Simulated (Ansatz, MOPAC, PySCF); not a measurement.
Dimer: H2O (SMILES O) (first 3 atoms) with CH4O (SMILES CO); geometry from S66by8 set.
(charge 0, multiplicity 1):
```xyz
9

O     -1.8857     0.0787     0.1347
H     -2.3024     0.8776     0.4604
H     -0.9567     0.1895     0.3756
O      0.8044     0.1763     0.5095
H      1.1723    -0.3957     1.1870
C      1.2694    -0.2953    -0.7527
H      0.8386     0.3558    -1.5058
H      2.3553    -0.2445    -0.8270
H      0.9410    -1.3152    -0.9517
```

Counterpoise-corrected where a basis set is named; no monomer relaxation.

The state reached by PM7 isn't checked; PM7 holds dispersion and hydrogen-bond terms.

The values were computed with Ansatz (a program for electronic structure) with Gaussian orbitals; MOPAC for PM7 (differences of heats of formation); PySCF for the dispersion terms. Values without a source in brackets are computed.

Question: One of these levels gives -6.31 kcal/mol for the interaction energy. Which one is it?
A) PBE-D3(BJ)/def2-TZVPPD
B) PM7
C) PBE/def2-TZVPPD

Answer: B, PM7. The others give -4.76 (PBE/def2-TZVPPD), -5.52 (PBE-D3(BJ)/def2-TZVPPD)
